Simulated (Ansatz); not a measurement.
A made-up structure of CH$_{2}$Na, doublet:

```xyz
4
angstrom
C -0.1837 -0.0258 -0.1459
Na 1.5636 0.2198 1.2416
H 2.8407 0.2649 2.7408
H -0.5541 -0.9723 -0.5639
```

It is relaxed with PBE-D4/def2-SVP and then PBE0-D4/def2-TZVP (Ansatz 0.2.0). Atoms count as bonded within 1.22 times the sum of their covalent radii (H–H: 0.88 Å). The end point is not checked to be a true minimum.

Does its bonding change? (Judge from chemistry; the calculation decides.)

Computed: Yes. Formed: C1–H3; broken: Na2–H3.

Where it ends: The first stage lowers the energy by 0.18 eV in 7 steps. It ends as CH₂Na ([CH2][Na]):
```
4
angstrom
C 0.8398 -0.3511 0.8308
Na 1.5708 1.7677 0.7101
H 1.1874 -1.1199 1.5350
H 0.0685 -0.8100 0.1966
```

Labels in which every atom is bracketed show which atoms are joined, not bond orders.

For scale, one of the runs: PBE0-D4/def2-TZVP relaxation, 75 basis functions, launched by `ansatz run in.yaml --threads 2 --pin off --events-out ev --progress --plain --max-ram 4352MiB`. Hardware: 2 CPU threads of an Arm Neoverse N1, shared host. Wall time about 97 s.
